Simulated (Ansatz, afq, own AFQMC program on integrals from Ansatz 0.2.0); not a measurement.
Integrals from Ansatz 0.2.0, then the random walk in our own AFQMC program (afq).

```yaml
crystal:
  periodic: [false, false, false]
  atoms:
    - {symbol: Ge, position_ang: [0.000000, -0.029158, 0.300919]}
    - {symbol: N, position_ang: [0.000000, 0.038514, -1.592101]}
    - {symbol: H, position_ang: [0.000000, 1.566135, 0.437823]}
basis:
  gaussian: {orbitals: cc-pVDZ}
magnetization: {spin_polarized: true, initial_magnetization: 2}
correlation: {method: ccsd_t, electrons: outside_noble_gas, hamiltonian_folder: ham}
```

```sh
$ ansatz run in.yaml --threads 1 --pin off --events-out ev --progress --plain --max-ram 1382MiB
```

afq runs on the folder ham with

```
--method free --trial cisd --walkers 60 --time-step 0.03 --max-blocks 80 --target-error 0.00038 --factor-cut 1e-05 --seed 4643 --times 0,0.21,0.42,0.81,1.2,1.8,2.4,3 --taylor-order 8
```

Times are imaginary, in 1/Eh. The walk had a cap of 723 s. Filled inner d shells are frozen with the cores.

```
orbitals 31  electrons 6 4  factors 237 of 508
reference energy -2130.26567147 Eh
CCSD correlation -0.20809624 Eh in 16 cycles, weight of the determinant in the CISD state 0.8735
repeat  energy at the last time / Eh  error
    10  -2130.480417  0.000839
    20  -2130.481032  0.000877
    30  -2130.481874  0.000763
    40  -2130.481190  0.000706
    50  -2130.480771  0.000637
    60  -2130.480956  0.000569
    70  -2130.481059  0.000511
    80  -2130.481095  0.000462
time / (1/Eh)  energy / Eh  error  mean overlap
  0.00  -2130.473913  0.000181  1.1448
  0.21  -2130.476775  0.000193  1.1397
  0.42  -2130.478330  0.000202  1.1377
  0.81  -2130.479450  0.000251  1.1436
  1.20  -2130.479980  0.000255  1.1484
  1.80  -2130.480508  0.000277  1.1354
  2.40  -2130.480872  0.000316  1.1179
  3.00  -2130.481095  0.000462  1.1213
energy -2130.481095 +/- 0.000462 Eh
```

**Question.** Estimate how long the walk took on 1 thread of Intel(R) Xeon(R) 6975P-C (Granite Rapids) (shared host).

**Answer.** 110 s of wall time.

The run passed its tests (error under three times the target), which doesn't prove that it has relaxed.

Against this walk (error 12.6 meV) on the same determinant: CCSD(T) 51.9 meV higher, CCSDT(Q) 0.9 meV higher (within the noise). The error is statistical, and a free projection of finite length keeps a remainder of its start. The last points still move (meV from the last: 45 ± 7 at 0.81, 30 ± 7 at 1.20, 16 ± 8 at 1.80, 6 ± 9 at 2.40, 0 ± 13 at 3.00), but the last one has reached CCSDT(Q) within the noise or passed it, so little can be left to fall.

Cautions: remainder of the start not in the error; error above the target (12.6 against 10.3 meV); no relativity below Rb; no spin-orbit coupling; inner d shell frozen; lower spins were not checked; an unrestricted solution with more broken spin lies lower (27 meV, ⟨S²⟩ 2.22).

CCSDT and higher add their correlation energy to the determinant of the CCSD(T) run, since their own runs factorise the integrals more tightly (a shift of under 2 meV). A walk keeps the symmetry of its determinant, which the program's search chose and which needn't be the lowest solution, so a lower state of the same spin and another symmetry isn't excluded.
